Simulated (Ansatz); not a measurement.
# AlH6OSi+ (SMILES [AlH2][OH+][SiH3]): functionals against CCSD(T) at one geometry

The atoms stand at a structure displaced at random from a GFN2-xTB minimum. How far do the functionals agree with CCSD(T) there?

Computed with Ansatz 0.2.0, Gaussian basis. Level: single points in def2-TZVPP.

Correlated methods freeze the cores.

### Step 1. The system as given

SMILES `[AlH2][OH+][SiH3]`, 9 atoms, charge 1, spin multiplicity 1.

Atoms are counted from 1 here; the program's logs count them from 0.

Bond lengths: Al1–O2 1.722 Å, Al1–H4 1.565 Å, Al1–H5 1.508 Å, O2–H6 1.007 Å, Si3–H7 1.698 Å, Si3–H8 1.659 Å, Si3–H9 1.387 Å. Angles: O2–Al1–H4 108.8°, O2–Al1–H5 123.2°, H4–Al1–H5 126.0°, Al1–O2–H6 127.5°, H7–Si3–H8 114.4°, H7–Si3–H9 120.4°, H8–Si3–H9 125.1°.

Coordinates:

```
Al   -0.4854   -0.0166   -1.7526
O     0.4149   -0.2723   -0.3073
Si    0.1936    0.2402    1.6163
H    -1.9063    0.5193   -1.3738
H    -0.0778   -0.5805   -3.0900
H     1.4105   -0.3970   -0.2192
H     1.5642    1.2407    1.6839
H     0.4152   -1.2710    2.2652
H    -1.0038    0.7225    1.1079
```

### Step 2. CCSD(T)/def2-TZVPP

Contents of run/in.yaml:

```yaml
crystal:
  periodic: [false, false, false]
  atoms:
    - {symbol: Al, position_ang: [-0.485400, -0.016600, -1.752600]}
    - {symbol: O, position_ang: [0.414900, -0.272300, -0.307300]}
    - {symbol: Si, position_ang: [0.193600, 0.240200, 1.616300]}
    - {symbol: H, position_ang: [-1.906300, 0.519300, -1.373800]}
    - {symbol: H, position_ang: [-0.077800, -0.580500, -3.090000]}
    - {symbol: H, position_ang: [1.410500, -0.397000, -0.219200]}
    - {symbol: H, position_ang: [1.564200, 1.240700, 1.683900]}
    - {symbol: H, position_ang: [0.415200, -1.271000, 2.265200]}
    - {symbol: H, position_ang: [-1.003800, 0.722500, 1.107900]}
basis:
  gaussian: {orbitals: def2-TZVPP}
total_charge: 1
correlation: {method: ccsd_t}
output: {forces: true}
```

No record of the launch command was kept for these runs.

### Step 3. PBE0-D4/def2-TZVPP

Changes to run/in.yaml since step 2:

```diff
@@ -15,3 +15,3 @@
 total_charge: 1
-correlation: {method: ccsd_t}
-output: {forces: true}
+hamiltonian: {xc: pbe0, dispersion: d4}
+output: {forces: true, orbitals: {seedname: orbitals}}
```

### Step 4. wB97M-V/def2-TZVPP

Changes to run/in.yaml since step 3:

```diff
@@ -15,3 +15,3 @@
 total_charge: 1
-hamiltonian: {xc: pbe0, dispersion: d4}
-output: {forces: true, orbitals: {seedname: orbitals}}
+hamiltonian: {xc: {name: wB97M-V}}
+output: {forces: true}
```

### Step 5. r2SCAN-D4/def2-TZVPP

Changes to run/in.yaml since step 4:

```diff
@@ -15,3 +15,3 @@
 total_charge: 1
-hamiltonian: {xc: {name: wB97M-V}}
+hamiltonian: {xc: r2scan, dispersion: d4}
 output: {forces: true}
```

### Step 6. PBE-D4/def2-TZVPP

Changes to run/in.yaml since step 5:

```diff
@@ -15,3 +15,3 @@
 total_charge: 1
-hamiltonian: {xc: r2scan, dispersion: d4}
+hamiltonian: {xc: pbe, dispersion: d4}
 output: {forces: true}
```

### Step 7. CAM-B3LYP-D4/def2-TZVPP

Changes to run/in.yaml since step 6:

```diff
@@ -15,3 +15,3 @@
 total_charge: 1
-hamiltonian: {xc: pbe, dispersion: d4}
+hamiltonian: {xc: {name: CAM-B3LYP}, dispersion: d4}
 output: {forces: true}
```

### Step 8. SPW92/def2-TZVPP

Changes to run/in.yaml since step 7:

```diff
@@ -15,3 +15,3 @@
 total_charge: 1
-hamiltonian: {xc: {name: CAM-B3LYP}, dispersion: d4}
+hamiltonian: {xc: lda}
 output: {forces: true}
```

(Steps that only read results are left out.)

Q: Predict the outcome of this session. Wanted: energy less free atoms, CCSD(T)/def2-TZVPP; RMS force component; RMS force error; HOMO and LUMO, PBE0-D4; T1 diagnostic.

**Answer**, as computed:

| quantity | value |
| --- | --- |
| energy less free atoms, CCSD(T)/def2-TZVPP | -18.595 eV |
| RMS force component | 1.450 to 1.626 eV/Å over the methods |
| RMS force error | PBE0-D4 0.077, wB97M-V 0.057, r2SCAN-D4 0.078, PBE-D4 0.203, CAM-B3LYP-D4 0.068, SPW92 0.287 eV/Å |
| HOMO and LUMO, PBE0-D4 | -13.13 and -7.09 eV |
| T1 diagnostic | 0.012 |

Against CCSD(T) the functionals' energies less atoms differ by -3.481 to +0.111 eV, PBE-D4 by -0.204 eV. A larger basis would deepen the CCSD(T) value, while the functionals are nearly converged already, so the order here is not reliable. The forces of wB97M-V come nearest to CCSD(T), those of SPW92 are farthest. Frozen-core CCSD(T) forces in triple zeta carry basis errors of their own, and this is one geometry, so small gaps rank nothing.
